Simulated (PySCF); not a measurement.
Gas-phase reaction: C3H6 (propylene) + 3 C3H8 = 3 C4H10 (n-butane)

Computed with PySCF (xtb for GFN2) and rigid-rotor harmonic-oscillator thermochemistry at 1 bar. 'Table' is the NASA 1993 thermochemical table (part measured, part estimated). † marks an energy on the PBE0/def2-TZVP geometry and frequencies; other levels use their own. All species are closed-shell singlets.

Levels: a) PBE0/def2-SVP†; b) GFN2-xTB; c) M06-2X/def2-TZVP†.

Question: Order the levels by the distance of their ΔH°(298 K) from the table for this reaction, closest first.

Answer: c (-3 kJ), a (-20 kJ), b (-36 kJ)

The table gives -83 kJ. The order holds for this reaction alone, and for the 1993 entries, some of which have been revised since.
